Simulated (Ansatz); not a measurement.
Take Al in the fcc (Cu type) structure (space group Fm-3m, No. 225) as the base.

```
Al
1.0
    0.00000     1.99536     1.99536
    1.99536     0.00000     1.99536
    1.99536     1.99536     0.00000
Al
1
Direct
  0.00000   0.00000   0.00000
```

Level of theory: r2SCAN (Ansatz, a first-principles code; PAW; 500 eV plane waves; scalar-relativistic without spin-orbit coupling), earlier PAW set.

One thing is altered: Cu takes the place of Al on all its sites; the structure is relaxed again.

Measured lattice parameter a: Al 4.018 Å (static lattice; corrected from measurement; as listed in Daniel Mejia-Rodriguez, S. B. Trickey, Phys. Rev. B (2018)); Cu 3.595 Å (static lattice; corrected from measurement; as listed in Gábor I. Csonka et al., Physical Review B (2009)).

How well does r2SCAN reproduce the measured shift?

With r2SCAN the lattice parameter a moves by -0.412 Å (3.991 → 3.579) against -0.423 Å measured.

Whether these cells are dynamically stable was not tested. The final runs are not spin-polarised.
